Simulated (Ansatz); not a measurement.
How far a parabola holds: energy against volume of bcc V

Results of r²SCAN+rVV10 in Ansatz (PAW) for bcc V. Numerical settings: plane-wave cutoff 560 eV, 26×26×26 k mesh, Fermi–Dirac smearing 0.05 eV, no spin polarisation, scalar-relativistic PAW data made under PBE. The cell has no free parameter but its volume, all volumes share cutoff and mesh, and the runs aren't spin-polarised. Energies are free energies at the run's smearing, counted from the lowest row; static lattice.

| V (Å³/atom) | E (meV/atom) |
|---|---|
| 12.643 | 13.67 |
| 12.906 | 3.27 |
| 13.170 | 0.00 |
| 13.433 | 3.22 |
| 13.697 | 12.33 |
| 13.960 | ? |

Task: Using a parabola, estimate the missing E at V = 13.960 from the other rows, showing the fit.

Result: With u = V - 13.2, the rows have u = -0.5570, -0.2940, -0.0300, 0.2330, 0.4970. Least squares gives E = 0.008 + 1.782·u + 46.818·u². Residuals (row less fit): 0.129, -0.261, 0.003, 0.255, -0.128; standard error 0.288 (degrees of freedom: 2). The fitted curve has its minimum at V = 13.2, where E = -0.01. Its curvature is d²E/dV² = 2 × 46.818 meV/Å⁶, so B = V0·d²E/dV² × 0.1602 = 198 GPa. At the withheld row, u = 0.7600, so E = 0.008 + 1.782 × 0.7600 + 46.818 × 0.7600² = 28.404 meV/atom. The calculation gives 26.81 meV/atom, 1.594 meV/atom below the prediction (5.9 % of the range of E in the table). The row lies outside the fitted rows, so this is an extrapolation. From the scatter of the fitted rows alone, a prediction at this place has a standard error of 0.682 meV/atom, so the miss is 2.3 times that.

The residuals are curvature that a parabola lacks, not noise. A solid that stiffens under compression and softens on expansion lies above the parabola at the compressed end and under it at the expanded end, as this row does. A third-order Birch-Murnaghan fit to the whole scan has B0 = 197 GPa. Only scans are tabulated whose curvature falls smoothly with volume, and where the parabola meets the shown rows within 5 % of their range and misses the end by 0.1 meV or more.

Measured, for comparison: bulk modulus 161 GPa (corrected for temperature and zero-point phonon effects, sources range from 159 to 166; as tabulated in Levämäki et al. (2014), arXiv:1402.3671). Computed less measured: bulk modulus +22 % (+19 % to +24 % over the range).

Ansatz is an electronic-structure program.
